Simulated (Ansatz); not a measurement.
A made-up structure of CH$_{3}$MgS (charge -1), singlet:

```csv
atom,x (Å),y (Å),z (Å)
C1,2.1099,1.1187,1.3219
Mg2,0.2535,0.0906,0.2063
S3,-1.1658,-0.2209,-1.1649
H4,-1.0765,-1.3233,-1.9564
H5,-2.4666,-0.0579,-0.8031
H6,2.1129,0.4041,2.1048
```

It is relaxed with PBE-D4/def2-SVPD and then PBE0-D4/def2-TZVPD (Ansatz 0.2.0). Atoms count as bonded within 1.22 times the sum of their covalent radii (H–H: 0.88 Å). The end point is not checked to be a true minimum.

Question: Does its bonding change? (A judgement: the text doesn't fix the answer.)

Answer: The calculation gives: Yes. Formed: C1–S3; broken: Mg2–S3.

Where it ends: The first stage lowers the energy by 2.57 eV in 31 steps. It ends as CH₃MgS ([Mg][CH][SH2]), total charge -1:
```
atom    x (Å)    y (Å)    z (Å)
  C1   0.5371   0.0008   0.4885
 Mg2   0.9436  -1.4949   2.0034
  S3  -0.7310  -0.2187  -0.5252
  H4  -0.4766  -0.0637  -1.9039
  H5  -1.6172   0.8680  -0.6787
  H6   1.1115   0.9197   0.3245
```

Labels in which every atom is bracketed show which atoms are joined, not bond orders.

For scale, one of the runs: PBE0-D4/def2-TZVPD relaxation, 145 basis functions, launched by `ansatz run in.yaml --threads 2 --pin off --events-out ev --progress --plain --max-ram 4352MiB`. The run took about 51 s on 2 CPU threads of an Arm Neoverse V2 (shared host).
